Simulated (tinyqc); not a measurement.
Worked calculation (part 2 of 2): UHF in the sto-3g basis, for CH2, spin multiplicity 1. Computed by tinyqc, a small Python program that keeps every step (integrals from PySCF). Command: `OMP_NUM_THREADS=1 python tinyqc.py 27781 27782 out.jsonl` (the two numbers bound the seeds that draw the settings). One thread of a shared host (Intel(R) Xeon(R) Processor @ 2.60GHz), about 0.1 s of CPU time with the checks.

Geometry (angstrom):

| atom | x | y | z |
|---|---|---|---|
| C | 0.0000 | 0.0000 | 0.0000 |
| H | 0.0000 | 0.9370 | 0.6640 |
| H | 0.0000 | -0.9370 | 0.6640 |

## Iteration 2: diagonalisation and new density

extrapolated F(alpha) (hartree), lower triangle:
```
           1C 1s    1C 2s   1C 2px   1C 2py   1C 2pz    2H 1s    3H 1s
1C 1s   -10.9963
1C 2s    -2.9606  -1.3947
1C 2px    0.0006   0.1738   0.0608
1C 2py    0.0000   0.0000   0.0000  -0.2066
1C 2pz   -0.0116  -0.1106  -0.2603   0.0000  -0.1139
2H 1s    -0.6609  -0.6597  -0.0048  -0.3501  -0.2531  -0.4317
3H 1s    -0.6609  -0.6597  -0.0048   0.3501  -0.2531  -0.2098  -0.4317
```

extrapolated F(beta) (hartree), lower triangle:
```
           1C 1s    1C 2s  1C 2px   1C 2py   1C 2pz    2H 1s    3H 1s
1C 1s   -10.9963
1C 2s    -2.9606  -1.3947
1C 2px   -0.0006  -0.1738  0.0608
1C 2py    0.0000   0.0000  0.0000  -0.2066
1C 2pz   -0.0116  -0.1106  0.2603   0.0000  -0.1139
2H 1s    -0.6609  -0.6597  0.0048  -0.3501  -0.2531  -0.4317
3H 1s    -0.6609  -0.6597  0.0048   0.3501  -0.2531  -0.2098  -0.4317
```

X:
```
              1        2        3       4        5        6       7
1C 1s   -0.2998   0.0000   0.7737  0.0000  -0.6015   0.0000  0.1705
1C 2s    1.1952   0.0000  -0.3444  0.0000  -0.3056   0.0000  0.4354
1C 2px   0.0000   0.0000   0.0000  1.0000   0.0000   0.0000  0.0000
1C 2py   0.0000   1.0282   0.0000  0.0000   0.0000   0.6277  0.0000
1C 2pz   0.6135   0.0000   0.6206  0.0000   0.6467   0.0000  0.2181
2H 1s   -0.8222  -0.8374  -0.1599  0.0000   0.1289   0.3853  0.3668
3H 1s   -0.8222   0.8374  -0.1599  0.0000   0.1289  -0.3853  0.3668
```

D(alpha) after iteration 1, lower triangle:
```
          1C 1s    1C 2s  1C 2px   1C 2py  1C 2pz    2H 1s   3H 1s
1C 1s    1.0338
1C 2s   -0.1255   0.5316
1C 2px   0.0714  -0.2821  0.3783
1C 2py   0.0000   0.0000  0.0000   0.3632
1C 2pz   0.0334  -0.1620  0.3972   0.0000  0.4743
2H 1s   -0.0629   0.1414  0.0503   0.2387  0.1299   0.2849
3H 1s   -0.0629   0.1414  0.0503  -0.2387  0.1299  -0.0535  0.2849
```

D(beta) after iteration 1, lower triangle:
```
          1C 1s    1C 2s   1C 2px   1C 2py  1C 2pz    2H 1s   3H 1s
1C 1s    1.0338
1C 2s   -0.1255   0.5316
1C 2px  -0.0714   0.2821   0.3783
1C 2py   0.0000   0.0000   0.0000   0.3632
1C 2pz   0.0334  -0.1620  -0.3972   0.0000  0.4743
2H 1s   -0.0629   0.1414  -0.0503   0.2387  0.1299   0.2849
3H 1s   -0.0629   0.1414  -0.0503  -0.2387  0.1299  -0.0535  0.2849
```

overlap S, lower triangle:
```
         1C 1s   1C 2s  1C 2px   1C 2py  1C 2pz   2H 1s   3H 1s
1C 1s   1.0000
1C 2s   0.2484  1.0000
1C 2px  0.0000  0.0000  1.0000
1C 2py  0.0000  0.0000  0.0000   1.0000
1C 2pz  0.0000  0.0000  0.0000   0.0000  1.0000
2H 1s   0.0543  0.4577  0.0000   0.3643  0.2582  1.0000
3H 1s   0.0543  0.4577  0.0000  -0.3643  0.2582  0.1461  1.0000
```

Diagonalise F' = X^T F X, C = X C', fill 4 alpha and 4 beta electrons from the bottom; D(s) = C_occ C_occ^T; the new density keeps 0.2 of the old one (damping). Each column has its largest component positive (the first on a tie).

F' = X^T F X (alpha) (hartree), lower triangle:
```
         1       2        3        4        5        6        7
1   0.5253
2   0.0000  0.6762
3   0.7714  0.0000  -4.9282
4   0.0557  0.0000  -0.2194   0.0608
5  -0.4922  0.0000   4.8293  -0.2230  -4.9893
6   0.0000  0.1004   0.0000   0.0000   0.0000  -0.4860
7   0.1338  0.0000  -2.2077   0.0155   2.3447   0.0000  -1.8911
```

orbital energies (alpha) (hartree): MO1 -11.0024, MO2 -0.7926, MO3 -0.4946, MO4 -0.3716, MO5 0.2818, MO6 0.6623, MO7 0.6848

coefficients C (alpha):
```
            MO1      MO2      MO3      MO4      MO5      MO6      MO7
1C 1s    0.9931  -0.2192   0.0000   0.0881  -0.0974  -0.1670   0.0000
1C 2s    0.0296   0.6863   0.0000  -0.4230   0.4341   0.9953   0.0000
1C 2px  -0.0004  -0.1037   0.0000   0.5671   0.8159  -0.0433   0.0000
1C 2py   0.0000   0.0000   0.5375   0.0000   0.0000   0.0000   1.0781
1C 2pz   0.0045   0.1075   0.0000   0.6523  -0.3975   0.7952   0.0000
2H 1s   -0.0066   0.2739   0.4555   0.2109  -0.1564  -0.8419  -0.8014
3H 1s   -0.0066   0.2739  -0.4555   0.2109  -0.1564  -0.8419   0.8014
```

F' = X^T F X (beta) (hartree), lower triangle:
```
         1       2        3        4        5        6        7
1   0.5253
2   0.0000  0.6762
3   0.7714  0.0000  -4.9282
4  -0.0557  0.0000   0.2194   0.0608
5  -0.4922  0.0000   4.8293   0.2230  -4.9893
6   0.0000  0.1004   0.0000   0.0000   0.0000  -0.4860
7   0.1338  0.0000  -2.2077  -0.0155   2.3447   0.0000  -1.8911
```

orbital energies (beta) (hartree): MO1 -11.0024, MO2 -0.7926, MO3 -0.4946, MO4 -0.3716, MO5 0.2818, MO6 0.6623, MO7 0.6848

coefficients C (beta):
```
            MO1      MO2      MO3      MO4      MO5      MO6      MO7
1C 1s    0.9931  -0.2192   0.0000   0.0881   0.0974  -0.1670   0.0000
1C 2s    0.0296   0.6863   0.0000  -0.4230  -0.4341   0.9953   0.0000
1C 2px   0.0004   0.1037   0.0000  -0.5671   0.8159   0.0433   0.0000
1C 2py   0.0000   0.0000   0.5375   0.0000   0.0000   0.0000   1.0781
1C 2pz   0.0045   0.1075   0.0000   0.6523   0.3975   0.7952   0.0000
2H 1s   -0.0066   0.2739   0.4555   0.2109   0.1564  -0.8419  -0.8014
3H 1s   -0.0066   0.2739  -0.4555   0.2109   0.1564  -0.8419   0.8014
```

D(alpha) after iteration 2, lower triangle:
```
          1C 1s    1C 2s  1C 2px   1C 2py  1C 2pz    2H 1s   3H 1s
1C 1s    1.0404
1C 2s   -0.1517   0.6270
1C 2px   0.0721  -0.3053  0.3416
1C 2py   0.0000   0.0000  0.0000   0.3037
1C 2pz   0.0373  -0.1940  0.3664   0.0000  0.4445
2H 1s   -0.0510   0.1071  0.0830   0.2436  0.1595   0.3186
3H 1s   -0.0510   0.1071  0.0830  -0.2436  0.1595  -0.0811  0.3186
```

D(beta) after iteration 2, lower triangle:
```
          1C 1s    1C 2s   1C 2px   1C 2py  1C 2pz    2H 1s   3H 1s
1C 1s    1.0404
1C 2s   -0.1517   0.6270
1C 2px  -0.0721   0.3053   0.3416
1C 2py   0.0000   0.0000   0.0000   0.3037
1C 2pz   0.0373  -0.1940  -0.3664   0.0000  0.4445
2H 1s   -0.0510   0.1071  -0.0830   0.2436  0.1595   0.3186
3H 1s   -0.0510   0.1071  -0.0830  -0.2436  0.1595  -0.0811  0.3186
```

## Iteration 14 (converged): orbitals

converged F(alpha) (hartree), lower triangle:
```
           1C 1s    1C 2s   1C 2px   1C 2py   1C 2pz    2H 1s    3H 1s
1C 1s   -10.9843
1C 2s    -2.9551  -1.4136
1C 2px    0.0010   0.1612   0.1121
1C 2py    0.0000   0.0000   0.0000  -0.2027
1C 2pz   -0.0152  -0.1053  -0.2317   0.0000  -0.1362
2H 1s    -0.6600  -0.6575  -0.0076  -0.3482  -0.2619  -0.4321
3H 1s    -0.6600  -0.6575  -0.0076   0.3482  -0.2619  -0.2088  -0.4321
```

converged F(beta) (hartree), lower triangle:
```
           1C 1s    1C 2s  1C 2px   1C 2py   1C 2pz    2H 1s    3H 1s
1C 1s   -10.9843
1C 2s    -2.9551  -1.4136
1C 2px   -0.0010  -0.1612  0.1121
1C 2py    0.0000   0.0000  0.0000  -0.2027
1C 2pz   -0.0152  -0.1053  0.2317   0.0000  -0.1362
2H 1s    -0.6600  -0.6575  0.0076  -0.3482  -0.2619  -0.4321
3H 1s    -0.6600  -0.6575  0.0076   0.3482  -0.2619  -0.2088  -0.4321
```

Diagonalise F' = X^T F X, C = X C', fill 4 alpha and 4 beta electrons from the bottom; D(s) = C_occ C_occ^T. Each column has its largest component positive (the first on a tie).

F' = X^T F X (alpha) (hartree), lower triangle:
```
         1       2        3        4        5        6        7
1   0.5067
2   0.0000  0.6717
3   0.7854  0.0000  -4.9369
4   0.0628  0.0000  -0.1961   0.1121
5  -0.4799  0.0000   4.8107  -0.2017  -4.9968
6   0.0000  0.1034   0.0000   0.0000   0.0000  -0.4830
7   0.1222  0.0000  -2.2086   0.0142   2.3371   0.0000  -1.8948
```

orbital energies (alpha) (hartree): MO1 -10.9902, MO2 -0.7997, MO3 -0.4922, MO4 -0.3554, MO5 0.2817, MO6 0.6539, MO7 0.6809

coefficients C (alpha):
```
            MO1      MO2      MO3      MO4      MO5      MO6      MO7
1C 1s    0.9931  -0.2211   0.0000   0.0996  -0.0854  -0.1643   0.0000
1C 2s    0.0295   0.6978   0.0000  -0.4761   0.3792   0.9858   0.0000
1C 2px  -0.0004  -0.0884   0.0000   0.5033   0.8592  -0.0249   0.0000
1C 2py   0.0000   0.0000   0.5342   0.0000   0.0000   0.0000   1.0797
1C 2pz   0.0048   0.1191   0.0000   0.6693  -0.3566   0.7988   0.0000
2H 1s   -0.0066   0.2648   0.4579   0.2312  -0.1326  -0.8435  -0.8000
3H 1s   -0.0066   0.2648  -0.4579   0.2312  -0.1326  -0.8435   0.8000
```

F' = X^T F X (beta) (hartree), lower triangle:
```
         1       2        3        4        5        6        7
1   0.5067
2   0.0000  0.6717
3   0.7854  0.0000  -4.9369
4  -0.0628  0.0000   0.1961   0.1121
5  -0.4799  0.0000   4.8107   0.2017  -4.9968
6   0.0000  0.1034   0.0000   0.0000   0.0000  -0.4830
7   0.1222  0.0000  -2.2086  -0.0142   2.3371   0.0000  -1.8948
```

orbital energies (beta) (hartree): MO1 -10.9902, MO2 -0.7997, MO3 -0.4922, MO4 -0.3554, MO5 0.2817, MO6 0.6539, MO7 0.6809

coefficients C (beta):
```
            MO1      MO2      MO3      MO4      MO5      MO6      MO7
1C 1s    0.9931  -0.2211   0.0000   0.0996   0.0854  -0.1643   0.0000
1C 2s    0.0295   0.6978   0.0000  -0.4761  -0.3792   0.9858   0.0000
1C 2px   0.0004   0.0884   0.0000  -0.5033   0.8592   0.0249   0.0000
1C 2py   0.0000   0.0000   0.5342   0.0000   0.0000   0.0000   1.0797
1C 2pz   0.0048   0.1191   0.0000   0.6693   0.3566   0.7988   0.0000
2H 1s   -0.0066   0.2648   0.4579   0.2312   0.1326  -0.8435  -0.8000
3H 1s   -0.0066   0.2648  -0.4579   0.2312   0.1326  -0.8435   0.8000
```

D(alpha) after iteration 14, lower triangle:
```
          1C 1s    1C 2s  1C 2px   1C 2py  1C 2pz    2H 1s   3H 1s
1C 1s    1.0451
1C 2s   -0.1724   0.7144
1C 2px   0.0693  -0.3013  0.2611
1C 2py   0.0000   0.0000  0.0000   0.2854
1C 2pz   0.0451  -0.2354  0.3263   0.0000  0.4621
2H 1s   -0.0421   0.0745  0.0929   0.2446  0.1862   0.3333
3H 1s   -0.0421   0.0745  0.0929  -0.2446  0.1862  -0.0861  0.3333
```

D(beta) after iteration 14, lower triangle:
```
          1C 1s    1C 2s   1C 2px   1C 2py  1C 2pz    2H 1s   3H 1s
1C 1s    1.0451
1C 2s   -0.1724   0.7144
1C 2px  -0.0693   0.3013   0.2611
1C 2py   0.0000   0.0000   0.0000   0.2854
1C 2pz   0.0451  -0.2354  -0.3263   0.0000  0.4621
2H 1s   -0.0421   0.0745  -0.0929   0.2446  0.1862   0.3333
3H 1s   -0.0421   0.0745  -0.0929  -0.2446  0.1862  -0.0861  0.3333
```

## Convergence

Stop when the energy changes by less than 1e-08 hartree and every element of the error matrix X^T (F D S - S D F) X (for each spin) is below 3e-05.

Course of the cycle:

| iteration | E (hartree) | change | largest element of the error matrix |
|---|---|---|---|
| 1 | -38.240721 | - | 2.07e-01 |
| 2 | -38.351124 | -1.10e-01 | 6.71e-02 |
| 3 | -38.384800 | -3.37e-02 | 2.09e-02 |
| 4 | -38.394076 | -9.28e-03 | 6.47e-03 |
| 5 | -38.396639 | -2.56e-03 | 3.29e-03 |
| 6 | -38.397351 | -7.12e-04 | 1.05e-03 |
| 7 | -38.397580 | -2.29e-04 | 2.20e-04 |
| 8 | -38.397638 | -5.76e-05 | 4.82e-05 |
| 9 | -38.397650 | -1.20e-05 | 9.65e-06 |
| 10 | -38.397652 | -2.43e-06 | 1.92e-06 |
| 11 | -38.397653 | -4.87e-07 | 3.86e-07 |
| 12 | -38.397653 | -9.74e-08 | 7.73e-08 |
| 13 | -38.397653 | -1.95e-08 | 1.55e-08 |
| 14 | -38.397653 | -3.90e-09 | 3.09e-09 |

PySCF UHF in the same basis, after a stability check = -38.397653 hartree

Converged in 14 iterations.

## Populations, bond orders and dipole

Mulliken: Z minus the diagonal of D S on the atom; Loewdin: the same with S^(1/2) D S^(1/2); Mayer order: 2 sum_s sum (D(s) S)_ij (D(s) S)_ji over the two atoms.

Charges (e):

| atom | Mulliken | Loewdin | Mulliken spin |
|---|---|---|---|
| 1C | -0.0411 | -0.0006 | 0 |
| 2H | 0.0205 | 2.82e-04 | 0 |
| 3H | 0.0205 | 2.82e-04 | 0 |

Mayer bond orders:

| pair | order |
|---|---|
| 2-1 | 0.9909 |
| 3-1 | 0.9909 |
| 3-2 | 0.0087 |

dipole moment about the origin, x y z (debye): 0.0000  0.0000  0.7832

<S^2> of the determinant (pure state: 0) = 0.7717
